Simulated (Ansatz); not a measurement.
The inner images of a band of BH3O + FH (7 atoms, charge 0, multiplicity 1) are given out of order.

Theory: RKS BHLYP/def2-SVP (Ansatz 0.2.0).

Image 0:

```xyz
7
Properties=species:S:1:pos:R:3
B -0.168 -0.413 -0.032
O -0.462 0.161 1.153
H -1.067 -0.325 1.710
H 0.585 0.175 -0.749
H -0.660 -1.470 -0.319
F 0.724 2.497 1.430
H 0.262 1.698 1.455
```

Image 6:

```xyz
7
Properties=species:S:1:pos:R:3
B -0.044 0.312 -0.079
O -0.076 -0.007 1.615
H -0.969 0.128 1.940
H 1.122 0.112 -0.318
H -0.871 -0.481 -0.462
F -0.431 1.622 -0.107
H 0.481 0.636 2.060
```

Problem. Put them in order from the first end to the last, with their energies above the first end.
A.
```xyz
7
Properties=species:S:1:pos:R:3
B 0.029 0.089 0.128
O -0.002 0.013 1.623
H -0.823 -0.336 1.966
H 1.104 -0.142 -0.339
H -0.982 -0.264 -0.407
F -0.053 1.719 0.341
H -0.059 1.242 1.337
```
B.
```xyz
7
Properties=species:S:1:pos:R:3
B 0.006 -0.237 0.175
O -0.047 -0.216 1.539
H -0.923 -0.350 1.895
H 1.092 -0.213 -0.319
H -1.002 -0.357 -0.459
F -0.006 2.120 0.538
H 0.094 1.576 1.279
```
C.
```xyz
7
Properties=species:S:1:pos:R:3
B 0.003 0.304 -0.064
O 0.021 0.073 1.655
H -0.817 -0.289 1.946
H 1.084 -0.104 -0.401
H -0.987 -0.319 -0.374
F -0.139 1.669 -0.068
H 0.049 0.987 1.955
```
D.
```xyz
7
Properties=species:S:1:pos:R:3
B -0.056 -0.369 0.082
O -0.118 -0.147 1.415
H -0.975 -0.322 1.802
H 1.001 -0.196 -0.444
H -1.034 -0.733 -0.510
F 0.159 2.447 0.929
H 0.237 1.643 1.374
```
E.
```xyz
7
Properties=species:S:1:pos:R:3
B -0.124 -0.408 0.006
O -0.252 0.007 1.285
H -1.017 -0.329 1.747
H 0.824 -0.010 -0.600
H -0.938 -1.154 -0.463
F 0.444 2.550 1.231
H 0.277 1.667 1.441
```

Solution. E (+2.1 kJ/mol), D (+5.5 kJ/mol), B (+14.4 kJ/mol), A (+71.5 kJ/mol), C (-24.9 kJ/mol).

Run time: 100 s on 1 thread of Arm Neoverse V1, with other jobs on the host, peak memory 0.11 GiB.
